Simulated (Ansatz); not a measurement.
# B2HSi: the cost of one run

Computed with Ansatz 0.2.0, Gaussian basis. Level: def2-QZVPP, core rule «outside noble gas», up to 7 orbitals frozen.

To be run: UHF; ROHF; CCSD(T) on UHF.

## 1. What is computed

The geometry is a PBE0/def2-TZVP stationary point (not a proven minimum) of the parent state, kept for this charge and spin.

4 atoms, charge 1, spin multiplicity 5.

Atoms are counted from 1 here; the program's logs count them from 0.

Bond lengths: B1–Si2 1.989 Å, B1–B3 1.610 Å, B1–H4 1.246 Å, Si2–B3 1.921 Å. Angles: Si2–B1–B3 63.5°, Si2–B1–H4 64.0°, B3–B1–H4 127.5°, B1–Si2–B3 48.6°, B1–B3–Si2 67.9°.

## 2. UHF

in.yaml reads:

```yaml
crystal:
  periodic: [false, false, false]
  atoms:
    - {symbol: B, position_ang: [0.000000, -0.717740, 1.080601]}
    - {symbol: Si, position_ang: [0.000000, -0.007888, -0.777449]}
    - {symbol: B, position_ang: [0.000000, 0.884552, 0.923210]}
    - {symbol: H, position_ang: [0.000000, -1.569398, 0.170474]}
basis:
  gaussian: {orbitals: "def2-QZVPP.json"}
total_charge: 1
magnetization: {spin_polarized: true, initial_magnetization: 4}
hamiltonian: {xc: hf}
output: {orbitals: {seedname: orbitals}}
```

Launch:

```bash
> ansatz run in.yaml --threads 1 --pin off --events-out ev --progress --plain --max-ram 2393MiB
```

What time and memory should one allow on 1 thread of Intel Xeon Platinum 8488C, shared host?

About 15 s, with a peak of 0.5 GiB.
